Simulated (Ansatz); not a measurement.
Pyrite PtSb2, relaxed in Ansatz (plane waves) with several semilocal functionals. Each gives its own volume and its own bulk modulus:

```tsv
level	V0 (Å³/atom)	bulk modulus (GPa)	ln V0	ln B0
LDA	22.068	126.6	3.0941	4.8410
PBE-D3(BJ)	22.606	117.3	3.1182	4.7647
r²SCAN+rVV10	22.651	121.9	3.1202	4.8032
r²SCAN	22.929	115.9	3.1324	4.7527
PBE	23.447	105.0	3.1547	4.6540
rVV10	24.266	96.26	3.1891	4.5671
```

**Question.** Fit a straight line to ln B0 against ln V0. What does it predict for revPBE, whose volume is 23.781 Å³/atom?

**Answer.** With x = ln V0 and y = ln B0: means 3.13478 and 4.73045; Σ(Δx Δy) = -0.01657, Σ(Δx²) = 0.005495, so the slope is -3.02. At x = 3.1689 the line gives y = 4.73045 + (-3.02) × (3.1689 − 3.13478) = 4.6274, or 102.2 GPa. The run with revPBE gives 99.25 GPa, -2.9 % from the line. The rows used scatter about it by up to 2.9 %, while the largest value lies 32 % above the smallest. For comparison, PBE's own equation of state has B′ = 5.3, the slope −d ln B/d ln V at a fixed functional; the two needn't agree, since functionals also differ at one volume.

The crystal itself was run without spin with LDA, PBE-D3(BJ), r²SCAN+rVV10, r²SCAN, PBE, revPBE, rVV10; a magnetic state was not tried in these runs.

Ansatz's density-functional and Hartree–Fock values are scalar-relativistic unless marked +SOC, with PAW data made under PBE.

Ansatz is a first-principles code.
